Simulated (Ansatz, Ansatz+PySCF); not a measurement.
```tsv
atom	x (Å)	y (Å)	z (Å)
C	0.0151	-0.0359	-0.6133
O	0.0184	-0.0262	0.4451
```

RHF-MP2 on singlet CO was run in several spherical basis sets with Ansatz (development build ahead of 0.2.0). Frozen core: 2 orbitals.

Problem. Rank the basis sets by the total energy that they give, lowest first, with the distance from the lowest.
A. 6-31G
B. 6-31G(d)
C. def2-TZVP
D. cc-pVTZ
E. cc-pVDZ
F. aug-cc-pVDZ
G. def2-SVP

Solution. C (0.00 eV), D (0.10 eV), F (2.43 eV), E (2.90 eV), B (3.52 eV), G (5.66 eV), A (7.45 eV).

Totals follow the description of the cores as much as that of the bonds, so this order isn't one of quality for chemistry.
